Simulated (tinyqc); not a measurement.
Worked calculation: Hueckel theory of the pi electrons with the omega technique, for the molecule C=CC1=CC1=C (SMILES; centres numbered as the heavy atoms are written). Computed by tinyqc, a small Python program that keeps every step. Settings: charge = 0, omega = 1.0, damping = 0. Command: `OMP_NUM_THREADS=1 python tinyqc.py 30039 30040 out.jsonl` (the two numbers bound the seeds that draw the settings). One thread of a shared host (Intel(R) Xeon(R) Processor @ 2.60GHz), about 0.01 s of CPU time with the checks.

Centres:
```
centre  z_r, pi electrons of the neutral centre         h
1C                                            1  0.000000
2C                                            1  0.000000
3C                                            1  0.000000
4C                                            1  0.000000
5C                                            1  0.000000
6C                                            1  0.000000
```

Bonds:
```
i  j  k
1  2  1
2  3  1
3  4  1
4  5  1
5  6  1
5  3  1
```

Each round sets h_r = h_r(0) + omega (z_r - P_rr), keeping the share named as damping of the old diagonal; repeat until output and input diagonals agree to 1e-6.

Rounds:
```
round   sum n x  largest |h(out) - h(in)|
1      7.415980                  4.45e-01
2      7.236366                  3.04e-01
3      7.334181                  2.47e-01
4      7.254959                  2.11e-01
5      7.319033                  1.88e-01
6      7.265328                  1.75e-01
7      7.318355                  2.04e-01
8      7.276405                  2.43e-01
9      7.328405                  2.84e-01
10     7.291083                  3.31e-01
11     7.349863                  3.78e-01
12     7.312215                  4.33e-01
13     7.383792                  4.84e-01
14     7.341129                  5.42e-01
15     7.428665                  5.92e-01
16     7.375690                  6.46e-01
17     7.478669                  6.90e-01
18     7.410532                  7.34e-01
19     7.525861                  7.67e-01
20     7.440308                  8.00e-01
21     7.564502                  8.23e-01
22     7.462560                  8.45e-01
23     7.592966                  8.60e-01
24     7.477689                  8.74e-01
25     7.612502                  8.83e-01
26     7.487380                  8.92e-01
27     7.625337                  8.97e-01
28     7.493380                  9.03e-01
29     7.633556                  9.06e-01
30     7.497031                  9.09e-01
31     7.638742                  9.11e-01
32     7.499238                  9.13e-01
33     7.641989                  9.14e-01
34     7.500570                  9.16e-01
35     7.644013                  9.16e-01
36     7.501375                  9.17e-01
37     7.645272                  9.17e-01
38     7.501864                  9.18e-01
39     7.646055                  9.18e-01
40     7.502161                  9.18e-01
```

Can the last value be used, and what does the course show?

Not by the stop rule. Not converged within 40 rounds: the residual has stopped falling: the iteration swings between two states. Reruns: damping 0.5: converged in 15; damping 0.8: not converged.
